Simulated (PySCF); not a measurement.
**TDDFT beside published excitation energies**

Published values to compare with (the computed states carry no symmetry labels, so the two lists aren't matched line by line):

```csv
state,E (eV),f,kind of transition,source
3B1(n→π*),3.06,,band maximum or as reported,[1]
3B1(n→π*),3.19,,vertical absorption,[2]
"1B1(n→π*, first)",3.36,,band maximum or as reported,[1]
3A2(n→π*),3.55,,band maximum or as reported,[1]
1B1(n→π*),3.83,0.005,vertical absorption,[2]
1B1(n→π*),3.93,,vertical absorption,[3]
"1A2(n→π*, first)",4.02,,band maximum or as reported,[1]
3A2(n→π*),4.11,,vertical absorption,[2]
3B2(π→π*),4.33,,band maximum or as reported,[1]
1A2(n→π*),4.37,,vertical absorption,[2]
1A2(n→π*),4.50,,vertical absorption,[3]
3A1(π→π*),4.68,,band maximum or as reported,[1]
3A1(π→π*),4.82,,vertical absorption,[2]
1A1(π→π*),5.01,,band maximum or as reported,[1]
1A1(π→π*),5.22,,vertical absorption,[3]
1A1(π→π*),5.26,0.016,vertical absorption,[2]
"1A2(n→π*, second)",5.61,,band maximum or as reported,[1]
1A2(n→π*),5.72,,vertical absorption,[2]
1A2(n→π*),5.75,,vertical absorption,[3]
"1B1(n→π*, second)",6.00,,band maximum or as reported,[1]
1B2(n→3s),6.17,0.001,vertical absorption,[2]
1B1(n→π*),6.37,0.004,vertical absorption,[2]
1B1(n→π*),6.41,,vertical absorption,[3]
1B2(π→π*),6.50,,band maximum or as reported,[1]
1B2(π→π*),6.75,0.010,vertical absorption,[2]
1B2(π→π*),6.93,,vertical absorption,[3]
1B2(π→π*),7.55,,vertical absorption,[3]
1A1(π→π*),7.82,,vertical absorption,[3]
```

[1] measured, gas; Loos, Lipparini, Boggio-Pasqua, Scemama, Jacquemin (2019), arXiv:1912.04173, literature columns
[2] computed, theoretical best estimate (aug-cc-pVTZ, frozen core, CC3 geometry), gas; Veril, Scemama, Caffarel, Lipparini, Boggio-Pasqua, Jacquemin, Loos, WIREs Comput. Mol. Sci. 2021, 11, e1517 (QUESTDB)
[3] computed, CC3/TZVP, gas; arXiv:2401.06101 (2024), CC3 reference column of Thiel's set

Pyridazine, C₄H₄N₂.
SMILES: `c1ccnnc1`

Computed with PySCF 2.14.0, density-fitted response routines, TDDFT PBE0/def2-SVPD, vertical, gas phase, core orbitals frozen in the response. Isolated species at its PBE0-D3(BJ)/def2-SVP geometry, gas phase.

Computed singlets: 3.48 eV (f 0.004); 4.02 eV (f 0.000); 5.72 eV (f 0.000); 5.80 eV (f 0.023); 6.28 eV (f 0.005); 6.52 eV (f 0.000); 6.62 eV (f 0.000); 7.15 eV (f 0.009); 7.45 eV (f 0.377); 7.58 eV (f 0.120). Computed triplets (Tamm–Dancoff): 2.68, 3.62, 4.33, 4.67 eV.

Q: How does the lowest computed singlet compare with the best estimate listed for the lowest singlet (vertical absorption)?

A: 3.48 eV against 3.83 eV for 1B1(n→π*) [2]: a difference of -0.35 eV. Geometry and basis of the two calculations needn't be the same.

Q: How does the lowest computed triplet compare with the best estimate listed for the lowest triplet (vertical absorption)?

A: 2.68 eV against 3.19 eV for 3B1(n→π*) [2]: a difference of -0.51 eV. Geometry and basis of the two calculations needn't be the same.

A measured band maximum holds vibronic effects and, in solution, solvent shifts, so it needn't equal the vertical energy.

All these states lie below the vertical ionisation energy of 8.96 eV (ΔSCF).

Time: 25 s of wall time; peak memory 0.65 GiB. Hardware: an Intel Xeon 6975P-C with one thread, shared host with 192 logical CPUs at a one-minute load of 62.
